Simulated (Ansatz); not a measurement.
Ansatz (a quantum-chemistry and plane-wave program) input (HF/6-31G*):

Ansatz 0.2 input:
```yaml
crystal:
  periodic: [false, false, false]
  atoms:
    - {symbol: O, position_ang: [-0.02192264, 1.33368140, -0.19897835]}
    - {symbol: C, position_ang: [-0.02055509, 0.03430477, 0.34505409]}
    - {symbol: H, position_ang: [0.76667233, 1.78593207, 0.06661575]}
    - {symbol: H, position_ang: [0.08122211, 0.10319265, 1.43169047]}
    - {symbol: C, position_ang: [-1.34425258, -0.58112227, 0.01823961]}
    - {symbol: C, position_ang: [1.14806916, -0.78826747, -0.19430987]}
    - {symbol: H, position_ang: [1.08745148, -0.85941068, -1.27443537]}
    - {symbol: H, position_ang: [-2.19466961, 0.05666903, -0.13118402]}
    - {symbol: H, position_ang: [2.09677567, -0.32574138, 0.06628379]}
    - {symbol: H, position_ang: [-1.50529171, -1.62873218, 0.19694549]}
    - {symbol: H, position_ang: [1.14365186, -1.79085084, 0.22200775]}
basis:
  gaussian:
    orbitals: 6-31G*
hamiltonian:
  xc: {name: HF}
magnetization: {spin_polarized: true, initial_magnetization: 1}
phonons: {temperatures: {t_min: 298.15, t_max: 298.15, t_step: 100}}
```

Output:

```
WARN ansatz: RAYON_NUM_THREADS=1 ignored (pool sized by the plan → 1); use --threads N
Functional definition: HF
integrals: 0.02 GiB planned
869 factors; integrals over basis functions are off by at most 4.2e-4 eV
mean field: 0.25 GiB planned
mean field evaluation 1: about -5234.6021 eV, gradient 2.4e1 eV
mean field evaluation 2: about -5234.6680 eV, gradient 2.4e1 eV
mean field evaluation 4: about -5237.6145 eV, gradient 3.0e0 eV
mean field evaluation 8: about -5237.6878 eV, gradient 1.5e-1 eV
mean field -5237.68822978 eV, -192.4814922119 hartree, gradient 5.3e-5 eV, S^2 0.761900; 0 other end points of the search recorded, 0 dependent functions left out
the calculation of the forces begins
reference -5237.68822978 eV, -192.4814922119 hartree; 17, 16 occupied and 57, 58 virtual orbitals, 869 factors
these checks for a lower state are left out or cut short: stability, starts, cluster_reference, orbital_swaps, neighbouring_geometries, increment
integrals: 0.02 GiB planned
869 factors; integrals over basis functions are off by at most 4.2e-4 eV
mean field: 0.25 GiB planned
mean field evaluation 16: about -5237.6881 eV, gradient 1.3e-4 eV
mean field -5237.68806883 eV, -192.4814862969 hartree, gradient 2.6e-6 eV, S^2 0.761901; 0 other end points of the search recorded, 0 dependent functions left out
the calculation of the forces begins
reference -5237.68806883 eV, -192.4814862969 hartree; 17, 16 occupied and 57, 58 virtual orbitals, 869 factors
these checks for a lower state are left out or cut short: stability, starts, cluster_reference, orbital_swaps, neighbouring_geometries, increment
integrals: 0.02 GiB planned
869 factors; integrals over basis functions are off by at most 4.2e-4 eV
mean field: 0.25 GiB planned
mean field -5237.68806953 eV, -192.4814863228 hartree, gradient 2.5e-6 eV, S^2 0.761898; 0 other end points of the search recorded, 0 dependent functions left out
the calculation of the forces begins
reference -5237.68806953 eV, -192.4814863228 hartree; 17, 16 occupied and 57, 58 virtual orbitals, 869 factors
these checks for a lower state are left out or cut short: stability, starts, cluster_reference, orbital_swaps, neighbouring_geometries, increment
integrals: 0.02 GiB planned
869 factors; integrals over basis functions are off by at most 4.2e-4 eV
mean field: 0.25 GiB planned
mean field -5237.68807967 eV, -192.4814866953 hartree, gradient 1.8e-6 eV, S^2 0.761901; 0 other end points of the search recorded, 0 dependent functions left out
the calculation of the forces begins
reference -5237.68807967 eV, -192.4814866953 hartree; 17, 16 occupied and 57, 58 virtual orbitals, 869 factors
these checks for a lower state are left out or cut short: stability, starts, cluster_reference, orbital_swaps, neighbouring_geometries, increment
integrals: 0.02 GiB planned
869 factors; integrals over basis functions are off by at most 4.2e-4 eV
mean field: 0.25 GiB planned
mean field evaluation 32: about -5237.6880 eV, gradient 1.2e-1 eV
mean field -5237.68807705 eV, -192.4814865992 hartree, gradient 1.9e-6 eV, S^2 0.761899; 0 other end points of the search recorded, 0 dependent functions left out
the calculation of the forces begins
reference -5237.68807705 eV, -192.4814865992 hartree; 17, 16 occupied and 57, 58 virtual orbitals, 869 factors
these checks for a lower state are left out or cut short: stability, starts, cluster_reference, orbital_swaps, neighbouring_geometries, increment
integrals: 0.02 GiB planned
869 factors; integrals over basis functions are off by at most 4.2e-4 eV
mean field: 0.25 GiB planned
mean field -5237.68817362 eV, -192.4814901478 hartree, gradient 2.9e-6 eV, S^2 0.761902; 0 other end points of the search recorded, 0 dependent functions left out
the calculation of the forces begins
reference -5237.68817362 eV, -192.4814901478 hartree; 17, 16 occupied and 57, 58 virtual orbitals, 869 factors
these checks for a lower state are left out or cut short: stability, starts, cluster_reference, orbital_swaps, neighbouring_geometries, increment
integrals: 0.02 GiB planned
869 factors; integrals over basis functions are off by at most 4.2e-4 eV
mean field: 0.25 GiB planned
mean field -5237.68817429 eV, -192.4814901725 hartree, gradient 2.2e-6 eV, S^2 0.761898; 0 other end points of the search recorded, 0 dependent functions left out
the calculation of the forces begins
reference -5237.68817429 eV, -192.4814901725 hartree; 17, 16 occupied and 57, 58 virtual orbitals, 869 factors
these checks for a lower state are left out or cut short: stability, starts, cluster_reference, orbital_swaps, neighbouring_geometries, increment
integrals: 0.02 GiB planned
869 factors; integrals over basis functions are off by at most 4.2e-4 eV
mean field: 0.25 GiB planned
[...]
these checks for a lower state are left out or cut short: stability, starts, cluster_reference, orbital_swaps, neighbouring_geometries, increment
integrals: 0.02 GiB planned
869 factors; integrals over basis functions are off by at most 4.2e-4 eV
mean field: 0.25 GiB planned
mean field -5237.68820973 eV, -192.4814914749 hartree, gradient 1.4e-6 eV, S^2 0.761896; 0 other end points of the search recorded, 0 dependent functions left out
the calculation of the forces begins
reference -5237.68820973 eV, -192.4814914749 hartree; 17, 16 occupied and 57, 58 virtual orbitals, 869 factors
these checks for a lower state are left out or cut short: stability, starts, cluster_reference, orbital_swaps, neighbouring_geometries, increment
integrals: 0.02 GiB planned
869 factors; integrals over basis functions are off by at most 4.2e-4 eV
mean field: 0.25 GiB planned
mean field -5237.68821055 eV, -192.4814915053 hartree, gradient 1.4e-6 eV, S^2 0.761904; 0 other end points of the search recorded, 0 dependent functions left out
the calculation of the forces begins
reference -5237.68821055 eV, -192.4814915053 hartree; 17, 16 occupied and 57, 58 virtual orbitals, 869 factors
these checks for a lower state are left out or cut short: stability, starts, cluster_reference, orbital_swaps, neighbouring_geometries, increment
integrals: 0.02 GiB planned
869 factors; integrals over basis functions are off by at most 4.2e-4 eV
mean field: 0.25 GiB planned
mean field evaluation 352: about -5237.6881 eV, gradient 1.2e-4 eV
mean field -5237.68811223 eV, -192.4814878918 hartree, gradient 1.8e-6 eV, S^2 0.761861; 0 other end points of the search recorded, 0 dependent functions left out
the calculation of the forces begins
reference -5237.68811223 eV, -192.4814878918 hartree; 17, 16 occupied and 57, 58 virtual orbitals, 869 factors
these checks for a lower state are left out or cut short: stability, starts, cluster_reference, orbital_swaps, neighbouring_geometries, increment
integrals: 0.02 GiB planned
869 factors; integrals over basis functions are off by at most 4.2e-4 eV
mean field: 0.25 GiB planned
mean field -5237.68811460 eV, -192.4814879791 hartree, gradient 1.7e-6 eV, S^2 0.761939; 0 other end points of the search recorded, 0 dependent functions left out
the calculation of the forces begins
reference -5237.68811460 eV, -192.4814879791 hartree; 17, 16 occupied and 57, 58 virtual orbitals, 869 factors
these checks for a lower state are left out or cut short: stability, starts, cluster_reference, orbital_swaps, neighbouring_geometries, increment
integrals: 0.02 GiB planned
869 factors; integrals over basis functions are off by at most 4.2e-4 eV
mean field: 0.25 GiB planned
mean field -5237.68822510 eV, -192.4814920398 hartree, gradient 1.2e-6 eV, S^2 0.761896; 0 other end points of the search recorded, 0 dependent functions left out
the calculation of the forces begins
reference -5237.68822510 eV, -192.4814920398 hartree; 17, 16 occupied and 57, 58 virtual orbitals, 869 factors
these checks for a lower state are left out or cut short: stability, starts, cluster_reference, orbital_swaps, neighbouring_geometries, increment
integrals: 0.02 GiB planned
869 factors; integrals over basis functions are off by at most 4.2e-4 eV
mean field: 0.25 GiB planned
mean field -5237.68822452 eV, -192.4814920186 hartree, gradient 2.6e-6 eV, S^2 0.761904; 0 other end points of the search recorded, 0 dependent functions left out
the calculation of the forces begins
reference -5237.68822452 eV, -192.4814920186 hartree; 17, 16 occupied and 57, 58 virtual orbitals, 869 factors
these checks for a lower state are left out or cut short: stability, starts, cluster_reference, orbital_swaps, neighbouring_geometries, increment
integrals: 0.02 GiB planned
869 factors; integrals over basis functions are off by at most 4.2e-4 eV
mean field: 0.25 GiB planned
mean field -5237.68821148 eV, -192.4814915394 hartree, gradient 2.1e-6 eV, S^2 0.761900; 0 other end points of the search recorded, 0 dependent functions left out
the calculation of the forces begins
reference -5237.68821148 eV, -192.4814915394 hartree; 17, 16 occupied and 57, 58 virtual orbitals, 869 factors
these checks for a lower state are left out or cut short: stability, starts, cluster_reference, orbital_swaps, neighbouring_geometries, increment
integrals: 0.02 GiB planned
869 factors; integrals over basis functions are off by at most 4.2e-4 eV
mean field: 0.25 GiB planned
mean field evaluation 384: about -5237.6882 eV, gradient 2.1e-6 eV
mean field -5237.68821245 eV, -192.4814915750 hartree, gradient 2.1e-6 eV, S^2 0.761900; 0 other end points of the search recorded, 0 dependent functions left out
the calculation of the forces begins
reference -5237.68821245 eV, -192.4814915750 hartree; 17, 16 occupied and 57, 58 virtual orbitals, 869 factors
these checks for a lower state are left out or cut short: stability, starts, cluster_reference, orbital_swaps, neighbouring_geometries, increment
integrals: 0.02 GiB planned
869 factors; integrals over basis functions are off by at most 4.2e-4 eV
mean field: 0.25 GiB planned
mean field -5237.68813025 eV, -192.4814885540 hartree, gradient 2.4e-6 eV, S^2 0.761900; 0 other end points of the search recorded, 0 dependent functions left out
the calculation of the forces begins
reference -5237.68813025 eV, -192.4814885540 hartree; 17, 16 occupied and 57, 58 virtual orbitals, 869 factors
these checks for a lower state are left out or cut short: stability, starts, cluster_reference, orbital_swaps, neighbouring_geometries, increment
integrals: 0.02 GiB planned
869 factors; integrals over basis functions are off by at most 4.2e-4 eV
mean field: 0.25 GiB planned
mean field -5237.68813072 eV, -192.4814885715 hartree, gradient 2.4e-6 eV, S^2 0.761900; 0 other end points of the search recorded, 0 dependent functions left out
the calculation of the forces begins
reference -5237.68813072 eV, -192.4814885715 hartree; 17, 16 occupied and 57, 58 virtual orbitals, 869 factors
these checks for a lower state are left out or cut short: stability, starts, cluster_reference, orbital_swaps, neighbouring_geometries, increment
integrals: 0.02 GiB planned
869 factors; integrals over basis functions are off by at most 4.2e-4 eV
mean field: 0.25 GiB planned
mean field -5237.68819845 eV, -192.4814910605 hartree, gradient 1.1e-6 eV, S^2 0.761900; 0 other end points of the search recorded, 0 dependent functions left out
the calculation of the forces begins
reference -5237.68819845 eV, -192.4814910605 hartree; 17, 16 occupied and 57, 58 virtual orbitals, 869 factors
these checks for a lower state are left out or cut short: stability, starts, cluster_reference, orbital_swaps, neighbouring_geometries, increment
integrals: 0.02 GiB planned
869 factors; integrals over basis functions are off by at most 4.2e-4 eV
mean field: 0.25 GiB planned
mean field -5237.68819853 eV, -192.4814910634 hartree, gradient 1.2e-6 eV, S^2 0.761900; 0 other end points of the search recorded, 0 dependent functions left out
the calculation of the forces begins
reference -5237.68819853 eV, -192.4814910634 hartree; 17, 16 occupied and 57, 58 virtual orbitals, 869 factors
Total energy: -5237.68822978 eV, -192.4814922119 hartree
Atom 0 at    -0.021923     1.333681    -0.198978 Å, force     0.000055     0.000316    -0.000182 eV/Å
Atom 1 at    -0.020555     0.034305     0.345054 Å, force     0.000519    -0.000035     0.001808 eV/Å
Atom 2 at     0.766672     1.785932     0.066616 Å, force    -0.000198    -0.000320    -0.000063 eV/Å
Atom 3 at     0.081222     0.103193     1.431690 Å, force    -0.000430     0.000423    -0.000125 eV/Å
Atom 4 at    -1.344253    -0.581122     0.018240 Å, force     0.000944     0.000249    -0.000625 eV/Å
Atom 5 at     1.148069    -0.788267    -0.194310 Å, force    -0.000512    -0.000445    -0.001117 eV/Å
Atom 6 at     1.087451    -0.859411    -1.274435 Å, force     0.000263    -0.000220    -0.000267 eV/Å
Atom 7 at    -2.194670     0.056669    -0.131184 Å, force     0.000359    -0.000120     0.000173 eV/Å
Atom 8 at     2.096776    -0.325741     0.066284 Å, force    -0.000629     0.000355     0.000270 eV/Å
Atom 9 at    -1.505292    -1.628732     0.196945 Å, force    -0.000175    -0.000267     0.000133 eV/Å
Atom 10 at     1.143652    -1.790851     0.222008 Å, force    -0.000196     0.000065    -0.000005 eV/Å
Dipole moment:     0.261905    -0.130475     0.237369 e Å
Vibrations: 166.64 276.06 318.75 382.77 431.01 452.42 580.40 905.75 998.24 1067.45 1135.88 1213.52 1287.95 1358.63 1503.53 1543.68 1560.34 1593.91 1637.84 1644.72 3110.25 3198.62 3257.06 3284.73 3327.12 3436.04 4108.14 cm⁻¹, zero-point energy 2.714104 eV
```

The blocks after the first are displaced geometries, from whose forces the wavenumbers follow.
